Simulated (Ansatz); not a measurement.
Input file:

```yaml
crystal:
  periodic: [false, false, false]
  atoms:
    - {symbol: P, position_ang: [0.064550, -0.284703, 2.724859]}
    - {symbol: Ga, position_ang: [-0.100269, -0.299000, 0.520633]}
    - {symbol: P, position_ang: [-0.023702, -0.396019, -1.666253]}
    - {symbol: H, position_ang: [0.059421, 0.979722, -1.579239]}
basis:
  gaussian: {orbitals: cc-pVDZ}
magnetization: {spin_polarized: false, initial_magnetization: 2}
hamiltonian: {xc: hf, pseudopotentials: {relativity: none}}
accuracy: high
output: {orbitals: {seedname: orbitals}}
```

```sh
$ ansatz run in.yaml --threads 1 --pin off --events-out ev --progress --plain --max-ram 2393MiB
```

Output:

```
1397 factors; integrals over basis functions are off by at most 4.6e-9 eV
mean field evaluation 1: about -70890.3867 eV, gradient 1.4e1 eV
mean field evaluation 2: about -70890.3950 eV, gradient 1.4e1 eV
mean field evaluation 4: about -70891.6038 eV, gradient 5.0e0 eV
mean field evaluation 8: about -70891.9676 eV, gradient 3.8e-1 eV
mean field evaluation 16: about -70891.9727 eV, gradient 9.6e-9 eV
mean field evaluation 32: about -70891.6569 eV, gradient 6.6e-1 eV
mean field evaluation 64: about -70891.5697 eV, gradient 5.3e-1 eV
mean field evaluation 96: about -70891.9596 eV, gradient 2.6e-1 eV
mean field -70891.97273824 eV, -2605.2319458253 hartree, gradient 9.3e-8 eV, S^2 2.000000; 4 other end points of the search recorded, 0 dependent functions left out
reference -70891.97273824 eV, -2605.2319458253 hartree; 32, 30 occupied and 36, 38 virtual orbitals, 1397 factors
Total energy: -70891.97273824 eV, -2605.2319458253 hartree
```

Ran on 1 thread of Arm Neoverse V1, shared host: 8.5 s wall, 0.21 GiB peak host memory.
